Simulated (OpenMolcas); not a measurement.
# One shape, several levels: AlH3 (SMILES [AlH3])

Wanted: a comparison of 6 runs (UHF/3-21G, B2PLYP/3-21G, PBE/3-21G, UPBE/3-21G, r2SCAN/3-21G, CCSD(T)/3-21G) of AlH3. 

The calculation is run with OpenMolcas 26.06.

## (1) The system as given

AlH3: 4 atoms, total charge 0, spin state singlet. SMILES: `[AlH3]`. The Al1–H3 distance was set to 2.775 Å, away from the relaxed value. At this shape a bond of the SMILES string is far longer than usual.

Bond lengths: Al1–H2 1.586 Å, Al1–H4 1.586 Å. Angles: H2–Al1–H4 120.0°.

## (2) A single-point energy at UHF/3-21G (run 1)

File calc.inp:

```
* AlH3 Hartree-Fock
&GATEWAY
BasLib=$CurrDir
BasisSet
Al.3-21G....
Al1 1.029594 0.598112 -0.087752 angstrom
End of Basis
BasisSet
H.3-21G....
H2 1.649094 1.283812 1.200948 angstrom
H3 -1.340800 -0.832000 0.105100 angstrom
H4 1.765294 0.728612 -1.486552 angstrom
End of Basis
&SEWARD
&SCF
UHF
Thresholds=1e-10 1e-07 1e-07 1e-05
Scramble=0.25
PrOrbitals=1 1
```

The basis set 3-21G is read from a file made from the Basis Set Exchange's data (not shown).

On the command line:

```
$ export MOLCAS_MEM=1860
$ pymolcas calc.inp > calc.log
```

Log:

```text
--- Start Module: gateway ---
[...]
--- Stop Module: gateway /rc=_RC_ALL_IS_WELL_ ---
--- Start Module: seward ---
[...]
      Basis functions           19
--- Stop Module: seward /rc=_RC_ALL_IS_WELL_ ---
--- Start Module: scf ---
[...]
       Convergence after  29 Iterations
[...]
::    Total SCF energy                               -242.1947889612
[...]
      Total spin, S                                     0.4685766237
[...]
      Total electronic charge=   16.000000
      Total            charge=   -0.000000
[...]
      Dipole Moment (debye):
      Origin of the operator (angstrom)=    0.9955    0.5775   -0.0850
                   X=  1.5611E-01               Y=  9.5368E-02               Z= -1.2756E-02           Total=  1.8338E-01
      Quadrupole Moment (debye*angstrom):
[...]
--- Stop Module: scf /rc=_RC_ALL_IS_WELL_ ---
[...]
```

Wall time 2.1 s (1 thread of Arm Neoverse V1, shared host); peak memory 0.37 GiB.

## (3) A single-point energy at B2PLYP/3-21G (run 2)

File calc.input:

```
>>> EXPORT MOLCAS_PRINT=2

&GATEWAY
  BasLib
  $CurrDir
  BasisSet
  Al.3-21G....
  Al1 1.029594 0.598112 -0.087752 angstrom
  End of Basis
  BasisSet
  H.3-21G....
  H2 1.649094 1.283812 1.200948 angstrom
  H3 -1.340800 -0.832000 0.105100 angstrom
  H4 1.765294 0.728612 -1.486552 angstrom
  End of Basis

&SEWARD
  GridInput
  Grid=UltraFine
  End of Grid

&SCF
  KSDFT
  B2PLYP_SCF
  Thresholds
  1e-10 1e-07 1e-07 1e-05
  PrOrbitals
  1 1

&MBPT2
  Frozen
  5
```

The basis set 3-21G is read from a file made from the Basis Set Exchange's data (not shown).

On the command line:

```
$ export MOLCAS_MEM=1860
$ pymolcas calc.input > calc.log
```

Log:

```text
--- Start Module: gateway ---
[...]
--- Stop Module: gateway /rc=_RC_ALL_IS_WELL_ ---
[...]
      Basis functions           19
[...]
--- Start Module: scf ---
[...]
       Convergence after  10 Iterations
[...]
::    Total KS-DFT energy                            -242.5796861123
[...]
      Total spin, S                                     0.0000000000
[...]
      Total electronic charge=   16.000000
      Total            charge=   -0.000000
[...]
      Dipole Moment (debye):
      Origin of the operator (angstrom)=    0.9955    0.5775   -0.0850
                   X=  1.7102E+00               Y=  1.0335E+00               Z= -1.3930E-01           Total=  2.0031E+00
      Quadrupole Moment (debye*angstrom):
[...]
--- Stop Module: scf /rc=_RC_ALL_IS_WELL_ ---
[...]
--- Start Module: mbpt2 ---
[...]
 ###    WARNING: MP2 implementation intended for RHF references only         ###
 ###############################################################################
MBPT2 WARNING: Reference function according to RunFile:KS-DFT
I'll assume you know what you're doing and continue
WARNING!
Default frozen orbitals as non valence orbitals is overwritten by user input.
Default values:   2
[...]
       Reference weight ( Cref**2 )         =        0.91343
::    Total MBPT2 energy                             -242.6566661444
[...]
      Total MBPT2 calculations                           0.04      0.04
--- Stop Module: mbpt2 /rc=_RC_ALL_IS_WELL_ ---
[...]
```

Run time: 3.9 s. Hardware: 1 thread of Arm Neoverse V1, shared host; peak memory 0.37 GiB.

Runs 3 to 5 aren't shown in full; the table further down has their settings and results.

## (4) The energy at CCSD(T)/3-21G (run 6)

File calc.input:

```
>>> EXPORT MOLCAS_PRINT=2
&GATEWAY
BasLib=$CurrDir
BasisSet
Al.3-21G....
Al1 1.029594 0.598112 -0.087752 angstrom
End of Basis
BasisSet
H.3-21G....
H2 1.649094 1.283812 1.200948 angstrom
H3 -1.340800 -0.832000 0.105100 angstrom
H4 1.765294 0.728612 -1.486552 angstrom
End of Basis
&SEWARD
&SCF
Thresholds=1e-10 1e-07 1e-07 1e-05
PrOrbitals=1 1
&RASSCF
FileOrb=$Project.ScfOrb
Spin=1
Nactel=0 0 0
Inactive=8
Ras2=0
OutOrbitals=Canonical
OrbListing=Nothing
&MOTRA
JobIph
Frozen=5
&CCSDT
CCT
Triples=2
Iterations=80
Accuracy=1e-08
Extrapolation=5 4
```

The basis set 3-21G is read from a file made from the Basis Set Exchange's data (not shown).

On the command line:

```
$ export MOLCAS_MEM=1860
$ pymolcas calc.input > calc.log
```

Log:

```text
--- Start Module: gateway ---
[...]
--- Stop Module: gateway /rc=_RC_ALL_IS_WELL_ ---
[...]
      Basis functions           19
[...]
       Convergence after   9 Iterations
[...]
::    Total SCF energy                               -242.1724586688
[...]
      Total spin, S                                     0.0000000000
[...]
      Number of active orbitals                  0
[...]
      Spin quantum number                      0.0
[...]
      Active orbitals                            0
[...]
      Number of CSFs                             1
[...]
      Number of root(s) required                 1
[...]
      Convergence after  4 iterations
[...]
      Natural orbitals and occupation numbers for root  1
      ************************************************************************************************************************
      *                                                    Final results                                                     *
      ************************************************************************************************************************
[...]
::    RASSCF root number  1 Total energy:   -242.17245867
[...]
      Total electronic charge=   16.000000
      Total            charge=   -0.000000
[...]
      Dipole Moment (debye):
      Origin of the operator (angstrom)=    0.9955    0.5775   -0.0850
                   X=  1.9105E+00               Y=  1.1547E+00               Z= -1.5564E-01           Total=  2.2378E+00
      Quadrupole Moment (debye*angstrom):
[...]
--- Start Module: motra ---
[...]
      *** WARNING: Default frozen orbitals is overwritten by user input.
      *** Default values:   2
[...]
--- Stop Module: motra /rc=_RC_ALL_IS_WELL_ ---
--- Start Module: ccsdt ---
[...]
      Convergence after                    16  Iterations
      Total energy (diff) :    -242.26023900      -0.00000000
[...]
 METHOD                       : CCSD+T(CCSD)+<T3(1)WT1> = CCSD(T)
[...]
       CCSD     =      -242.2602390028662
[...]
--- Stop Module: ccsdt /rc=_RC_ALL_IS_WELL_ ---
[...]
```

Run time: 2.2 s. Hardware: 1 thread of Arm Neoverse V1, shared host; peak memory 0.37 GiB.

## (5) Overview of the runs

```
run          level  scramble  frozen core orbitals  energy (Eh)  dipole moment (D) of the reference  HOMO energy (eV)  LUMO energy (eV)  wall time
  1      UHF/3-21G      0.25                     –  -242.194789                                0.18             -8.07              0.43      2.1 s
  2   B2PLYP/3-21G         –                     5  -242.600471                                2.00             -7.27             -1.26      3.9 s
  3      PBE/3-21G         –                     –  -242.591149                                1.74             -5.65             -3.03      4.2 s
  4     UPBE/3-21G      0.25                     –  -242.591149                                1.74             -5.65             -3.03      6.9 s
  5   r2SCAN/3-21G         –                     –  -242.689397                                1.84             -5.88             -2.77      5.1 s
  6  CCSD(T)/3-21G         –                     5  -242.262129                                2.24             -8.55              0.35      2.2 s
```

## (6) Summary of results

| quantity | value |
| --- | --- |
| run 6: total energy | -242.26213 Eh |
| run 6: dipole moment (mean-field density) | 2.24 D |
| run 6: HOMO energy (Hartree–Fock orbitals) | -8.55 eV |
| run 6: LUMO energy (Hartree–Fock orbitals) | 0.35 eV |
| run 6: HOMO–LUMO gap (Hartree–Fock orbitals) | 8.90 eV |
| run 6: correlation energy (5 core orbitals frozen) | -89.7 mEh |
| run 6: (T) correction | -1.89 mEh |

**Reading.** Over runs 1, 2, 3, 4, 5 the dipole moment (its size) runs from 0.18 D (UHF/3-21G) to 2.00 D (B2PLYP/3-21G). A double hybrid's value is that of its SCF part. Over runs 1, 2, 3, 4, 5 the HOMO–LUMO gap runs from 2.62 eV (UPBE/3-21G) to 8.50 eV (UHF/3-21G). For B2PLYP the log adds the whole second-order term; the table takes 0.27 of it, as the functional is defined. Totals of different functionals can't be ranked against each other. Spin contamination of the reference: run 1 ⟨S²⟩ = 0.69. Where it is this large, the reference is a mixture of spin states, and values that rest on it are in doubt. All runs together took 24 s, the longest 6.9 s.
